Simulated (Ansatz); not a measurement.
Relaxation of AlFH3N (6 atoms, charge 0, multiplicity 1), to a largest force component of 0.02 eV/Å in at most 40 steps.

All numbers below come from RKS PBE/def2-SVP (Ansatz 0.2.0).

```xyz
6
Properties=species:S:1:pos:R:3
Al 0.000 0.000 0.000
H 0.000 0.000 1.560
N 1.663 0.000 -0.960
H 2.129 -0.918 -1.212
H 2.114 0.918 -1.238
F -1.464 0.000 -0.845
```

**Question.** Where does it end, and by what steps?

**Answer.** It converged. After 10 steps the energy has fallen by 0.684 eV; H5 moved furthest, 0.98 Å.

```tsv
step	energy less start (eV)	largest force component (eV/Å)	accepted
0	0.0000	1.971	yes
1	-0.2660	0.942	yes
2	-0.3256	0.259	yes
3	-0.3663	0.456	yes
4	-0.3965	1.301	yes
5	-0.5289	0.927	yes
6	-0.6332	0.484	yes
7	-0.6813	0.173	yes
8	-0.6840	0.050	yes
9	-0.6841	0.034	yes
10	-0.6842	0.004	yes
```

```xyz
6
Properties=species:S:1:pos:R:3
Al 0.058 -0.007 -0.012
H -0.041 -0.547 1.474
N 1.577 -0.013 -0.929
H 2.469 -0.358 -0.569
H 1.692 0.324 -1.887
F -1.313 0.600 -0.773
```

Whether the end is a true minimum wasn't checked by a vibrational analysis.

Time of the run: 17 s on 1 thread of Arm Neoverse V1 (shared host), peak memory 0.12 GiB.
